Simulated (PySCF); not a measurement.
ozone (O3), SMILES [O+](=O)[O-]. Coordinates come from a PBE-D3(BJ)/def2-TZVP optimisation. The molecule may have multireference character, which single-reference levels describe poorly.

Give the equilibrium geometry at PBE-D3(BJ)/def2-TZVP (PySCF confirms it by a frequency run) as bond lengths and angles, and its point group. (Estimate from the structure and the level; the computed values follow.)

point group C2v.
Atoms: O1 O2 O3. Bonded distances (Å): O1–O2 1.273, O2–O3 1.273. Bond angles (°): O1–O2–O3 118.2.
Charge 0, spin multiplicity 1.
